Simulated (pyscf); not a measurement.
Structures and frequencies: ωB97X-D3(BJ)/def2-SVP in PySCF.

Problem. What is the homolytic dissociation enthalpy (298 K, ωB97M-D3(BJ)/def2-TZVP) of the S–Zr bond of HS–Zr(Cl)(Cl)–Cl (SMILES [SH][Zr]([Cl])([Cl])[Cl]), to SH• + [Cl–Zr(Cl)–Cl]•?

Solution. S–Zr to SH• + [Cl–Zr(Cl)–Cl]•: 351.6 kJ/mol. The 7 functionals that were run give +342.3 (M06-2X) to +384.5 kJ/mol (ωB97X-D3(BJ)). The radicals are drawn with the spin at the cut bond; how far it spreads was not checked. Left out: the spin-orbit lowering of SH. Open-shell species with a d-block atom are single-reference here; other states, and whether the spin sits on metal or ligand, were not checked. Elements past Kr carry the def2 core potentials, without spin-orbit coupling.
